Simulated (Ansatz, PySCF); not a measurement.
Species: lithium fluoride, LiF, charge 0, multiplicity 1. 
Structure (B3LYP-D3(BJ)/def2-TZVP (Ansatz, an electronic-structure program) minimum search):
```
Li
F 1 1.5615
```

Total electronic energies in hartree. Cores are frozen in the correlated levels unless marked. No spin-orbit coupling. No relativistic terms. CBS marks a two-point X^-3 extrapolation of the correlation energy; Hartree-Fock from the larger set. The bracket is a focal-point correction in the basis named.

```json
[
 {"level": "HF/def2-QZVPP", "program": "Ansatz", "energy (Eh)": "-106.99176"},
 {"level": "TPSS/def2-TZVPD", "program": "PySCF", "energy (Eh)": "-107.47754"},
 {"level": "PBE0/def2-SVP", "program": "Ansatz", "energy (Eh)": "-107.21158"},
 {"level": "LC-wPBE-D3(BJ)/def2-TZVPD", "program": "Ansatz + dftd3", "energy (Eh)": "___"},
 {"level": "MP2/def2-SVP", "program": "Ansatz", "energy (Eh)": "-107.05038"},
 {"level": "SCS-MP2/6-31G", "program": "Ansatz", "energy (Eh)": "-107.05140"},
 {"level": "CCSD/def2-TZVPPD", "program": "Ansatz", "energy (Eh)": "-107.26304"},
 {"level": "RI-MP2/CBS(def2-TZVPP,def2-QZVPP)+[CCSD(T)-MP2]/def2-SVP", "program": "Ansatz", "energy (Eh)": "-107.3183"},
 {"level": "CCSD(T)/CBS(def2-TZVPPD,def2-QZVPPD)", "program": "Ansatz", "energy (Eh)": "-107.3184"}
]
```

Question: Some entries are withheld; supply them.

Answer: 
- LC-wPBE-D3(BJ)/def2-TZVPD, energy (Eh): -107.40361
